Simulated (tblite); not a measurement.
Compound: C5H7S (doublet state).
Bonds: C1–C2 (double), C2–C3, C2–C4, C4–C5, C5–S6 (double). Hydrogens: H7, H8 on C1; H9, H10, H11 on C3; H12 on C4; H13 on C5.
Bond orders are those of one Lewis drawing.

Computed with GFN2-xTB (tblite), gas phase: L-BFGS steps from a force-field or distance-geometry start until the largest atomic force falls under 0.01 eV/Å.

Step 3: E = -474.4864 eV
```
atom  x, y, z in Å  |  force x, y, z in eV/Å
C1     -1.3856   -1.2975   -0.2798    0.064   0.025  -0.007
C2     -0.4671   -0.3121   -0.3225   -0.073   0.130   0.042
C3     -0.9166    1.1270   -0.2688    0.123  -0.056  -0.020
C4      0.9488   -0.6041   -0.4088   -0.424   0.073   0.056
C5      1.9404    0.3261   -0.4437    0.152  -0.129  -0.034
S6      3.6035   -0.0332   -0.5516   -0.383  -0.001   0.032
H7     -1.1188   -2.3419   -0.3129    0.067   0.068  -0.004
H8     -2.4461   -1.0878   -0.2089    0.253   0.011  -0.021
H9     -0.4864    1.6234    0.6004    0.031   0.005  -0.041
H10    -0.5952    1.6543   -1.1653    0.069   0.022   0.012
H11    -1.9986    1.2176   -0.2052    0.034  -0.168   0.016
H12     1.2064   -1.6536   -0.4345    0.088   0.003  -0.028
H13     1.7107    1.3820   -0.4092   -0.002   0.017  -0.004
```

Step 4: E = -474.4955 eV
```
atom  x, y, z in Å  |  force x, y, z in eV/Å
C1     -1.3811   -1.2955   -0.2803   -0.016  -0.044   0.004
C2     -0.4661   -0.3087   -0.3209   -0.150   0.072   0.024
C3     -0.9133    1.1251   -0.2696   -0.010   0.068  -0.005
C4      0.9392   -0.6031   -0.4070   -0.083   0.089   0.026
C5      1.9376    0.3224   -0.4446   -0.048  -0.079  -0.009
S6      3.5898   -0.0326   -0.5504   -0.110  -0.089   0.011
H7     -1.1172   -2.3393   -0.3130    0.102   0.033  -0.006
H8     -2.4388   -1.0877   -0.2095    0.139   0.034  -0.016
H9     -0.4857    1.6232    0.5985    0.047   0.022  -0.004
H10    -0.5929    1.6550   -1.1645    0.065   0.019  -0.006
H11    -1.9971    1.2123   -0.2045    0.075  -0.148   0.003
H12     1.2079   -1.6473   -0.4353    0.046  -0.103  -0.022
H13     1.7133    1.3767   -0.4095   -0.059   0.125   0.000
```

Step 5: E = -474.4983 eV
```
atom  x, y, z in Å  |  force x, y, z in eV/Å
C1     -1.3797   -1.2958   -0.2804    0.004  -0.007   0.006
C2     -0.4681   -0.3062   -0.3200   -0.095  -0.008   0.010
C3     -0.9124    1.1257   -0.2700   -0.018   0.092   0.002
C4      0.9348   -0.6020   -0.4060    0.003   0.016   0.012
C5      1.9353    0.3205   -0.4450   -0.111   0.029   0.004
S6      3.5834   -0.0339   -0.5498   -0.003  -0.119   0.002
H7     -1.1150   -2.3378   -0.3131    0.117  -0.007  -0.007
H8     -2.4342   -1.0871   -0.2100    0.030   0.035  -0.010
H9     -0.4846    1.6235    0.5978    0.045   0.031   0.008
H10    -0.5910    1.6555   -1.1643    0.054   0.019  -0.012
H11    -1.9953    1.2079   -0.2043    0.035  -0.109   0.000
H12     1.2090   -1.6463   -0.4360    0.004  -0.071  -0.015
H13     1.7134    1.3765   -0.4096   -0.065   0.099  -0.001
```

Task: Estimate the geometry and energy of step 6. (The exact step hangs on the optimiser's Hessian estimate; all steps are aligned on step 5, rigid shifts and turns removed.)

Result: E = -474.5005 eV, largest force 0.132 eV/Å
```
atom  x, y, z in Å  |  force x, y, z in eV/Å
C1     -1.3784   -1.2960   -0.2804   -0.001  -0.013   0.007
C2     -0.4711   -0.3044   -0.3191    0.017  -0.019  -0.002
C3     -0.9119    1.1278   -0.2702    0.004   0.047   0.006
C4      0.9310   -0.6016   -0.4050    0.063  -0.028  -0.001
C5      1.9315    0.3203   -0.4452   -0.108   0.075   0.011
S6      3.5784   -0.0374   -0.5493    0.020  -0.119  -0.001
H7     -1.1108   -2.3368   -0.3134    0.112  -0.016  -0.006
H8     -2.4302   -1.0859   -0.2105   -0.063   0.023  -0.004
H9     -0.4828    1.6243    0.5973    0.035   0.037   0.015
H10    -0.5884    1.6563   -1.1645    0.036   0.021  -0.014
H11    -1.9935    1.2025   -0.2040   -0.017  -0.054  -0.001
H12     1.2098   -1.6466   -0.4368   -0.034  -0.015  -0.008
H13     1.7122    1.3780   -0.4098   -0.062   0.062  -0.002
```

The energy changes by -0.0022 eV. The first-order estimate −F·Δx gives -0.0032 eV and the mean of the old and new forces, exact on a quadratic surface, -0.0022 eV. The step makes an angle of 41° with the force vector and moves no atom by more than 0.006 Å.

The cost below is that of the whole relaxation. Hardware: one thread, Arm Neoverse V2 (aarch64), shared host with 96 logical CPUs at a one-minute load of 31. Cost: 0.12 s of wall time.
